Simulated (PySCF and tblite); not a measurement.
C₄H₆O, numbered as in [CH:1]#[C:2][O:3][CH2:4][CH3:5]. Level: TPSS-D3(BJ)/def2-TZVP (IEF-PCM, chloroform)//GFN2-xTB, thermal terms from GFN2-xTB, symmetry numbers and mirror pairs counted. Conformers within 3 kcal/mol (GFN2-xTB free energy) were kept, 10 at most. GIAO shieldings: PBE0/pcSseg-1 (IEF-PCM, chloroform). Couplings: B3LYP/pcJ-1 (gas phase; spin-dipole term only for pairs with B, N, F, Si or P). Shifts are against TMS (¹H), TMS (¹³C) at the same level. Run with PySCF (density fitting) and tblite.

Torsions listed: C2–O3–C4–C5. Of a mirror pair one member is shown.

Two conformers hold nearly all the population. I: 180°; δ(C1) = 30.04 ppm. II: -67°; δ(C1) = 32.62 ppm. The average over the ensemble at 298.15 K is 31.40 ppm.

Task: What populations and free-energy difference follow from a two-state model?

Result: p(I) = (31.40 − 32.62)/(30.04 − 32.62) = 0.47, so K = p(II)/p(I) = 1.11 and G(II) − G(I) = −RT ln K = -0.06 kcal/mol. One of the two counts twice, as a mirror pair, which this difference holds. The weights computed directly are 47.4 % and 52.6 %.
